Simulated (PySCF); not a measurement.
## How methods differ on the ionisation energy of Mg

Mg [Ne] 3s2 (1S) → Mg⁺ [Ne] 3s1 (2S), as a difference of total energies. Calculation: PySCF 2.14, in cc-pVDZ-DK (4s3p1d, 18 functions); scalar relativity by spin-free X2C-1e. Correlated levels: valence: [Ne] frozen. The calculations carry no spin-orbit coupling.

Question: Order these methods by the ionisation energy they give, lowest first.
A. SCS-MP2 (valence)
B. M06-2X
C. MP2 (valence)
D. CCSD (valence)

Answer: C (7.215 eV), A (7.331 eV), D (7.527 eV), B (7.795 eV).

Errors of the correlated levels include the incompleteness of this basis and the frozen core.

With two correlated electrons CCSD is exact in that space.

For comparison: 7.646 eV (measured; NIST Atomic Spectra Database, ionization energies).
